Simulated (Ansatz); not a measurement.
# B₃H+ (quartet): the correlation ladder, cc-pVTZ

One table from this session's results is given with a row withheld; the runs are named, their logs left out.

Computed with Ansatz 0.2.0, Gaussian basis. Level: cc-pVTZ, core rule «outside noble gas», up to 3 orbitals frozen.

To be run: UHF; CCSD(T) on ROHF; CCSD(T) on UHF; BCCD(T) on ROHF; CCSDT(Q) on ROHF; CCSDT(Q) on UHF; CASSCF and NEVPT2, 9 electrons in 13 orbitals.

4 further runs of the same task are left out: 4 set aside as unsound or not needed.

## The geometry

The geometry is a PBE0/def2-TZVP stationary point (not a proven minimum) of the parent state, kept for this charge and spin.

4 atoms, charge 1, spin multiplicity 4.

Atoms are counted from 1 here; the program's logs count them from 0.

Bond lengths: B1–B2 1.556 Å, B1–B3 1.548 Å, B2–B3 1.853 Å, B2–H4 1.183 Å. Angles: B2–B1–B3 73.3°, B1–B2–B3 53.2°, B1–B2–H4 169.4°, B3–B2–H4 137.4°, B1–B3–B2 53.5°.

The first run:

The input, in.yaml:

```yaml
crystal:
  periodic: [false, false, false]
  atoms:
    - {symbol: B, position_ang: [0.000000, -0.796508, -0.346642]}
    - {symbol: B, position_ang: [0.000000, 0.061998, 0.950518]}
    - {symbol: B, position_ang: [0.000000, 0.685766, -0.794078]}
    - {symbol: H, position_ang: [0.000000, 0.522819, 2.040076]}
basis:
  gaussian: {orbitals: cc-pVTZ}
total_charge: 1
magnetization: {spin_polarized: true, initial_magnetization: 3}
hamiltonian: {xc: hf}
output: {orbitals: {seedname: orbitals}}
```

Run with:

```sh
$ ansatz run in.yaml --threads 1 --pin off --events-out ev --progress --plain --max-ram 4096MiB --backend cpu
```

Steps of the session up to this table: UHF; CCSD(T) on ROHF; CCSD(T) on UHF; BCCD(T) on ROHF; CCSDT(Q) on ROHF; CCSDT(Q) on UHF; CASSCF and NEVPT2, 9 electrons in 13 orbitals.

One of the session's tables, all rows but one given; the rest of the session is left out.

```
        method  from UCCSDT(Q) (kJ/mol)
          ROHF                   +627.8
           UHF                        ?
          RMP2                   +115.3
          UMP2                   +120.3
         RCCSD                    +38.1
         UCCSD                    +37.3
      RCCSD(T)                     +6.7
      UCCSD(T)                     +6.9
       BCCD(T)                     +6.7
        RCCSDT                     +2.2
        UCCSDT                     +2.0
     RCCSDT(Q)                     +0.2
     UCCSDT(Q)                        0
CASSCF valence                   +311.2
NEVPT2 valence                    +67.0
```

**Question.** Estimate the row for UHF.

As computed: from UCCSDT(Q) (kJ/mol): +608.1. In the column «from UCCSDT(Q) (kJ/mol)» it lies between CASSCF valence (+311.2) and ROHF (+627.8).

Among the levels timed on like hardware and quicker than the yardstick, those that no quicker one beats, quickest first: RCCSD(T) (5.5 s, +6.7 kJ/mol).

Limits of these values: Restricted and unrestricted rows rest on different reference determinants; where their highest levels disagree by more than a few hundredths of an eV, they describe different states and don't form one ladder.
